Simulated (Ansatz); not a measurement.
Harmonic vibrations of `C=C1C=CCC1` by finite differences.

```yaml
crystal:
  periodic: [false, false, false]
  atoms:
    - {symbol: C, position_ang: [-0.888211, -1.992136, -0.108014]}
    - {symbol: C, position_ang: [-0.285305, -0.807933, -0.004095]}
    - {symbol: C, position_ang: [0.998597, -0.546502, 0.628241]}
    - {symbol: C, position_ang: [1.319684, 0.747624, 0.562870]}
    - {symbol: C, position_ang: [0.272998, 1.556865, -0.138561]}
    - {symbol: C, position_ang: [-0.801575, 0.520041, -0.519083]}
    - {symbol: H, position_ang: [-1.849502, -2.100983, -0.597198]}
    - {symbol: H, position_ang: [-0.433424, -2.889375, 0.295777]}
    - {symbol: H, position_ang: [1.599592, -1.322064, 1.087547]}
    - {symbol: H, position_ang: [2.226933, 1.184231, 0.963852]}
    - {symbol: H, position_ang: [-0.121133, 2.345274, 0.511665]}
    - {symbol: H, position_ang: [0.687029, 2.067816, -1.014483]}
    - {symbol: H, position_ang: [-0.957677, 0.479448, -1.599260]}
    - {symbol: H, position_ang: [-1.767994, 0.757707, -0.069270]}
basis:
  gaussian: {orbitals: def2-TZVP}
hamiltonian: {xc: pbe0, dispersion: d4}
phonons: {temperatures: {t_min: 298.15, t_max: 900, t_step: 200}}
```

```sh
$ ansatz run in.yaml --threads 4 --pin off --events-out ev --progress --plain --max-ram 10444MiB
```

Shortened log:

```
Functional definition: PBE0
mean field -6346.03953996 eV, -233.2126515934 hartree, gradient 2.1e-5 eV, S^2 0.000000; 0 other end points of the search recorded, 0 dependent functions left out
mean field -6346.03934286 eV, -233.2126443503 hartree, gradient 2.5e-6 eV, S^2 0.000000; 0 other end points of the search recorded, 0 dependent functions left out
mean field -6346.03939040 eV, -233.2126460973 hartree, gradient 2.5e-6 eV, S^2 0.000000; 0 other end points of the search recorded, 0 dependent functions left out
mean field -6346.03926518 eV, -233.2126414955 hartree, gradient 2.5e-6 eV, S^2 0.000000; 0 other end points of the search recorded, 0 dependent functions left out
mean field -6346.03934119 eV, -233.2126442888 hartree, gradient 2.5e-6 eV, S^2 0.000000; 0 other end points of the search recorded, 0 dependent functions left out
mean field -6346.03946343 eV, -233.2126487810 hartree, gradient 2.5e-6 eV, S^2 0.000000; 0 other end points of the search recorded, 0 dependent functions left out
mean field -6346.03947652 eV, -233.2126492620 hartree, gradient 2.5e-6 eV, S^2 0.000000; 0 other end points of the search recorded, 0 dependent functions left out
mean field -6346.03937208 eV, -233.2126454239 hartree, gradient 2.5e-6 eV, S^2 0.000000; 0 other end points of the search recorded, 0 dependent functions left out
mean field -6346.03939109 eV, -233.2126461226 hartree, gradient 2.5e-6 eV, S^2 0.000000; 0 other end points of the search recorded, 0 dependent functions left out
mean field -6346.03929079 eV, -233.2126424368 hartree, gradient 2.5e-6 eV, S^2 0.000000; 0 other end points of the search recorded, 0 dependent functions left out
mean field -6346.03931401 eV, -233.2126432899 hartree, gradient 2.5e-6 eV, S^2 0.000000; 0 other end points of the search recorded, 0 dependent functions left out
mean field -6346.03945895 eV, -233.2126486162 hartree, gradient 2.5e-6 eV, S^2 0.000000; 0 other end points of the search recorded, 0 dependent functions left out
mean field -6346.03946651 eV, -233.2126488943 hartree, gradient 2.5e-6 eV, S^2 0.000000; 0 other end points of the search recorded, 0 dependent functions left out
mean field -6346.03940984 eV, -233.2126468118 hartree, gradient 2.5e-6 eV, S^2 0.000000; 0 other end points of the search recorded, 0 dependent functions left out
mean field -6346.03936514 eV, -233.2126451690 hartree, gradient 2.5e-6 eV, S^2 0.000000; 0 other end points of the search recorded, 0 dependent functions left out
mean field -6346.03927017 eV, -233.2126416789 hartree, gradient 2.5e-6 eV, S^2 0.000000; 0 other end points of the search recorded, 0 dependent functions left out
mean field -6346.03929330 eV, -233.2126425287 hartree, gradient 2.5e-6 eV, S^2 0.000000; 0 other end points of the search recorded, 0 dependent functions left out
mean field -6346.03947442 eV, -233.2126491850 hartree, gradient 2.5e-6 eV, S^2 0.000000; 0 other end points of the search recorded, 0 dependent functions left out
mean field -6346.03944876 eV, -233.2126482418 hartree, gradient 2.5e-6 eV, S^2 0.000000; 0 other end points of the search recorded, 0 dependent functions left out
mean field -6346.03938934 eV, -233.2126460582 hartree, gradient 2.5e-6 eV, S^2 0.000000; 0 other end points of the search recorded, 0 dependent functions left out
mean field -6346.03934721 eV, -233.2126445101 hartree, gradient 2.5e-6 eV, S^2 0.000000; 0 other end points of the search recorded, 0 dependent functions left out
mean field -6346.03932400 eV, -233.2126436569 hartree, gradient 2.5e-6 eV, S^2 0.000000; 0 other end points of the search recorded, 0 dependent functions left out
mean field -6346.03928747 eV, -233.2126423145 hartree, gradient 2.5e-6 eV, S^2 0.000000; 0 other end points of the search recorded, 0 dependent functions left out
mean field -6346.03947156 eV, -233.2126490798 hartree, gradient 2.5e-6 eV, S^2 0.000000; 0 other end points of the search recorded, 0 dependent functions left out
mean field -6346.03945575 eV, -233.2126484987 hartree, gradient 2.5e-6 eV, S^2 0.000000; 0 other end points of the search recorded, 0 dependent functions left out
mean field -6346.03940457 eV, -233.2126466180 hartree, gradient 2.5e-6 eV, S^2 0.000000; 0 other end points of the search recorded, 0 dependent functions left out
mean field -6346.03940105 eV, -233.2126464884 hartree, gradient 2.5e-6 eV, S^2 0.000000; 0 other end points of the search recorded, 0 dependent functions left out
mean field -6346.03939750 eV, -233.2126463580 hartree, gradient 2.5e-6 eV, S^2 0.000000; 0 other end points of the search recorded, 0 dependent functions left out
mean field -6346.03933753 eV, -233.2126441544 hartree, gradient 2.5e-6 eV, S^2 0.000000; 0 other end points of the search recorded, 0 dependent functions left out
mean field -6346.03937358 eV, -233.2126454792 hartree, gradient 2.5e-6 eV, S^2 0.000000; 0 other end points of the search recorded, 0 dependent functions left out
mean field -6346.03938202 eV, -233.2126457891 hartree, gradient 2.5e-6 eV, S^2 0.000000; 0 other end points of the search recorded, 0 dependent functions left out
mean field -6346.03935912 eV, -233.2126449478 hartree, gradient 2.5e-6 eV, S^2 0.000000; 0 other end points of the search recorded, 0 dependent functions left out
mean field -6346.03938090 eV, -233.2126457479 hartree, gradient 2.5e-6 eV, S^2 0.000000; 0 other end points of the search recorded, 0 dependent functions left out
mean field -6346.03942276 eV, -233.2126472866 hartree, gradient 2.5e-6 eV, S^2 0.000000; 0 other end points of the search recorded, 0 dependent functions left out
[...]
mean field -6346.03951797 eV, -233.2126507852 hartree, gradient 2.5e-6 eV, S^2 0.000000; 0 other end points of the search recorded, 0 dependent functions left out
mean field -6346.03950888 eV, -233.2126504512 hartree, gradient 2.5e-6 eV, S^2 0.000000; 0 other end points of the search recorded, 0 dependent functions left out
mean field -6346.03946796 eV, -233.2126489476 hartree, gradient 2.5e-6 eV, S^2 0.000000; 0 other end points of the search recorded, 0 dependent functions left out
mean field -6346.03945221 eV, -233.2126483687 hartree, gradient 2.5e-6 eV, S^2 0.000000; 0 other end points of the search recorded, 0 dependent functions left out
mean field -6346.03951194 eV, -233.2126505636 hartree, gradient 2.5e-6 eV, S^2 0.000000; 0 other end points of the search recorded, 0 dependent functions left out
mean field -6346.03950639 eV, -233.2126503599 hartree, gradient 2.5e-6 eV, S^2 0.000000; 0 other end points of the search recorded, 0 dependent functions left out
mean field -6346.03952164 eV, -233.2126509201 hartree, gradient 2.5e-6 eV, S^2 0.000000; 0 other end points of the search recorded, 0 dependent functions left out
mean field -6346.03951424 eV, -233.2126506481 hartree, gradient 2.5e-6 eV, S^2 0.000000; 0 other end points of the search recorded, 0 dependent functions left out
mean field -6346.03951304 eV, -233.2126506041 hartree, gradient 2.5e-6 eV, S^2 0.000000; 0 other end points of the search recorded, 0 dependent functions left out
mean field -6346.03951300 eV, -233.2126506028 hartree, gradient 2.5e-6 eV, S^2 0.000000; 0 other end points of the search recorded, 0 dependent functions left out
mean field -6346.03948970 eV, -233.2126497463 hartree, gradient 2.5e-6 eV, S^2 0.000000; 0 other end points of the search recorded, 0 dependent functions left out
mean field -6346.03947340 eV, -233.2126491473 hartree, gradient 2.5e-6 eV, S^2 0.000000; 0 other end points of the search recorded, 0 dependent functions left out
mean field -6346.03949544 eV, -233.2126499573 hartree, gradient 2.5e-6 eV, S^2 0.000000; 0 other end points of the search recorded, 0 dependent functions left out
mean field -6346.03949409 eV, -233.2126499076 hartree, gradient 2.5e-6 eV, S^2 0.000000; 0 other end points of the search recorded, 0 dependent functions left out
mean field -6346.03951453 eV, -233.2126506590 hartree, gradient 2.5e-6 eV, S^2 0.000000; 0 other end points of the search recorded, 0 dependent functions left out
mean field -6346.03951138 eV, -233.2126505432 hartree, gradient 2.5e-6 eV, S^2 0.000000; 0 other end points of the search recorded, 0 dependent functions left out
mean field -6346.03951408 eV, -233.2126506423 hartree, gradient 2.5e-6 eV, S^2 0.000000; 0 other end points of the search recorded, 0 dependent functions left out
mean field -6346.03950016 eV, -233.2126501309 hartree, gradient 2.5e-6 eV, S^2 0.000000; 0 other end points of the search recorded, 0 dependent functions left out
mean field -6346.03946686 eV, -233.2126489070 hartree, gradient 2.5e-6 eV, S^2 0.000000; 0 other end points of the search recorded, 0 dependent functions left out
mean field -6346.03947165 eV, -233.2126490831 hartree, gradient 2.5e-6 eV, S^2 0.000000; 0 other end points of the search recorded, 0 dependent functions left out
mean field -6346.03951877 eV, -233.2126508149 hartree, gradient 2.5e-6 eV, S^2 0.000000; 0 other end points of the search recorded, 0 dependent functions left out
mean field -6346.03952901 eV, -233.2126511912 hartree, gradient 2.5e-6 eV, S^2 0.000000; 0 other end points of the search recorded, 0 dependent functions left out
mean field -6346.03952814 eV, -233.2126511590 hartree, gradient 2.5e-6 eV, S^2 0.000000; 0 other end points of the search recorded, 0 dependent functions left out
mean field -6346.03952112 eV, -233.2126509011 hartree, gradient 2.5e-6 eV, S^2 0.000000; 0 other end points of the search recorded, 0 dependent functions left out
mean field -6346.03943289 eV, -233.2126476586 hartree, gradient 2.5e-6 eV, S^2 0.000000; 0 other end points of the search recorded, 0 dependent functions left out
mean field -6346.03944464 eV, -233.2126480905 hartree, gradient 2.5e-6 eV, S^2 0.000000; 0 other end points of the search recorded, 0 dependent functions left out
mean field -6346.03944911 eV, -233.2126482549 hartree, gradient 2.5e-6 eV, S^2 0.000000; 0 other end points of the search recorded, 0 dependent functions left out
mean field -6346.03946455 eV, -233.2126488223 hartree, gradient 2.5e-6 eV, S^2 0.000000; 0 other end points of the search recorded, 0 dependent functions left out
mean field -6346.03952534 eV, -233.2126510562 hartree, gradient 2.5e-6 eV, S^2 0.000000; 0 other end points of the search recorded, 0 dependent functions left out
mean field -6346.03951541 eV, -233.2126506912 hartree, gradient 2.5e-6 eV, S^2 0.000000; 0 other end points of the search recorded, 0 dependent functions left out
mean field -6346.03950775 eV, -233.2126504096 hartree, gradient 2.5e-6 eV, S^2 0.000000; 0 other end points of the search recorded, 0 dependent functions left out
mean field -6346.03951241 eV, -233.2126505809 hartree, gradient 2.5e-6 eV, S^2 0.000000; 0 other end points of the search recorded, 0 dependent functions left out
Total energy: -6346.30343926 eV, -233.2223497137 hartree
Atom 0 at    -0.888211    -1.992136    -0.108014 Å, force    -0.001521     0.001499    -0.001335 eV/Å
Atom 1 at    -0.285305    -0.807933    -0.004095 Å, force    -0.001693     0.000063    -0.001323 eV/Å
Atom 2 at     0.998597    -0.546502     0.628241 Å, force     0.001380    -0.000945     0.000565 eV/Å
Atom 3 at     1.319684     0.747624     0.562870 Å, force    -0.000933     0.000632    -0.000705 eV/Å
Atom 4 at     0.272998     1.556865    -0.138561 Å, force    -0.000402     0.000169    -0.000203 eV/Å
Atom 5 at    -0.801575     0.520041    -0.519083 Å, force     0.001994    -0.000711     0.001475 eV/Å
Atom 6 at    -1.849502    -2.100983    -0.597198 Å, force     0.003674    -0.001299     0.002008 eV/Å
Atom 7 at    -0.433424    -2.889375     0.295777 Å, force    -0.001571     0.001168    -0.000550 eV/Å
Atom 8 at     1.599592    -1.322064     1.087547 Å, force    -0.000276     0.000260    -0.000146 eV/Å
Atom 9 at     2.226933     1.184231     0.963852 Å, force    -0.000329    -0.000428    -0.000011 eV/Å
Atom 10 at    -0.121133     2.345274     0.511665 Å, force     0.000037    -0.000250    -0.000099 eV/Å
Atom 11 at     0.687029     2.067816    -1.014483 Å, force    -0.000128    -0.000396     0.000300 eV/Å
Atom 12 at    -0.957677     0.479448    -1.599260 Å, force    -0.000223     0.000013     0.000455 eV/Å
Atom 13 at    -1.767994     0.757707    -0.069270 Å, force    -0.000009     0.000224    -0.000428 eV/Å
Dipole moment:     0.039363     0.182048    -0.012303 e Å
Vibrations: 23.26 293.14 358.04 516.39 634.76 677.54 784.86 791.16 844.32 868.55 891.49 930.42 968.84 980.44 1026.28 1028.93 1118.24 1168.82 1244.93 1272.91 1277.96 1337.08 1376.24 1451.27 1459.90 1485.28 1663.69 1720.22 3041.92 3066.11 3076.13 3114.22 3157.56 3200.82 3224.47 3242.73 cm⁻¹, zero-point energy 3.305352 eV
```

Run time 3.2 min (4 threads of an Intel Xeon Platinum 8488C on a shared host); peak host memory 0.73 GiB.
